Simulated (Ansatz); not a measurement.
## A Morse fit to a bond in HAl–BeH, doublet, and a point to predict

Starting geometry (PBE0/def2-TZVP stationary point for this spin, which needn't be the lowest; state A'):

```xyz
4

Al    0.0000   -0.0872    0.6125
Be    0.0000    0.1455   -1.6947
H     0.0000    0.9982    1.7921
H     0.0000    0.0360   -3.0350
```

Atom H3 moves along the line of the distance Al1-H3, all else staying in place. Energies are in eV from the starting point at each level.

Basis 6-31G; Ansatz 0.2.0. Correlated methods freeze the noble-gas cores. R marks a restricted (for open shells ROHF) determinant, U an unrestricted one.

Full CI is exact within this basis and frozen core; it isn't the basis-set limit. The frozen core follows each run's orbitals, which can shift R against U totals by a few meV.

```csv
distance Al1-H3 (Å),full CI,UCCSD(T),B3LYP
1.283,1.193,1.191,1.103
1.458,0.241,0.240,0.203
1.603,0.000,0.000,0.000
1.804,0.089,0.091,0.137
2.000,0.397,0.402,0.494
2.187,0.758,0.768,0.908
2.596,?,?,?
2.965,1.973,2.019,2.296
3.549,2.284,2.296,2.641
4.317,2.312,2.316,2.763
5.353,2.313,2.316,2.787
```

A Morse curve E(r) = E0 + De (1 − exp(−a (r − re)))² is laid through the three points about the minimum (1.458, 1.603, 1.804 Å), with E0 + De set to the last point:

```csv
level,re (Å),a (1/Å),E0 (eV),De (eV),k = 2 De a² (eV/Å²)
full CI,1.648,1.497,-0.011,2.324,10.4
UCCSD(T),1.647,1.500,-0.011,2.327,10.5
B3LYP,1.626,1.429,-0.003,2.790,11.4
```

Problem. Use the full-CI fit to predict the withheld energy at 2.596 Å.

Solution. exp(−1.497 × (2.596 − 1.648)) = 0.2419; E = -0.011 + 2.324 × (1 − 0.2419)² = 1.325 eV. Full CI in 6-31G gives 1.501 eV, so the Morse form is 0.176 eV too low there (7.6 % of De). At the other points past the fit it misses by up to 0.26 eV (at 2.965 Å), so the curve isn't Morse-like throughout. UCCSD(T) gives 1.534 eV. B3LYP gives 1.784 eV.

Unrestricted rows (U, and Kohn–Sham where it breaks symmetry) aren't spin-pure: their determinants' ⟨S²⟩ exceeds S(S+1) by up to 0.63, so they mix in states of higher spin.

Kohn–Sham is unrestricted where that lies lower.

De here is the energy of pulling rigid fragments apart in this basis, without relaxation or zero-point terms. The set has no polarisation functions, so bonds come out too long and too weak, most of all with atoms from Na to Ar.

In so small a basis the reference is far from its limit while semilocal and hybrid functionals are nearer theirs, so the functionals' errors here hold much of the reference's basis and frozen-core error, which can add to them or hide them.
